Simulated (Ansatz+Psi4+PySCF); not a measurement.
triplet H2O: levels of theory in one basis

```xyz
3

H    -0.0074    0.0042   -0.8550
O     0.0061   -0.0071    0.3256
H    -0.0073    0.0046   -1.7668
```

Basis set: cc-pVTZ (spherical functions). Left uncorrelated: 1 orbital. Correlation on ROHF uses semicanonical orbitals with singles. Charge 0, multiplicity 3.

Computed with Ansatz (development build ahead of 0.2.0) and Psi4 1.11; each method stands on the lowest determinant of its kind that the runs found.

```csv
method,E − E(ROHF) (eV),<S²> of the determinant
ROHF,0.00,2.00
UHF,-0.54,2.05
ROHF-MP2,-6.08,–
ROHF-CCSD,-6.62,–
UHF-CCSD,-6.64,2.05
ROHF-CCSD(T),-6.79,–
UHF-CCSD(T),-6.79,2.05
```

Question: What does UHF-MP2 give on the same scale?

Answer: -6.00 eV.
